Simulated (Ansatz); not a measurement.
Wavefunction ladder for `C/N=C(/O)F`

```tsv
atom	x (Å)	y (Å)	z (Å)
C1	1.0765	-0.7917	0.0529
N2	-0.2172	-0.2845	0.4355
C3	-0.7340	0.6720	-0.1692
O4	-1.9168	1.2081	0.1084
F5	-0.2065	1.3309	-1.1947
H6	0.9844	-1.8495	-0.2053
H7	1.7531	-0.7292	0.9087
H8	1.5307	-0.2643	-0.7908
H9	-2.2703	0.7082	0.8545
```

The species carries charge 0 and has multiplicity 1. The structure was optimised at the PBE0-D4/def2-TZVP level. It is one conformer, not always the lowest. Frozen core, restricted reference, Ansatz 0.2.0. CBS rows extrapolate triple and quadruple zeta; past MP2 they add the triple-zeta difference.

```csv
basis,HF (Eh),MP2 corr.,CCSD corr.,(T),CCSD(T) total
def2-SVP,-306.56809,-0.79762,-0.82700,-0.02311,-307.41820
def2-TZVPP,-306.93800,-1.01178,-1.02948,-0.04044,-308.00792
def2-QZVPP,-306.95177,-1.09062,–,–,–
CBS(def2),-306.95367,-1.14902,-1.16672,as TZ,-308.16083
```
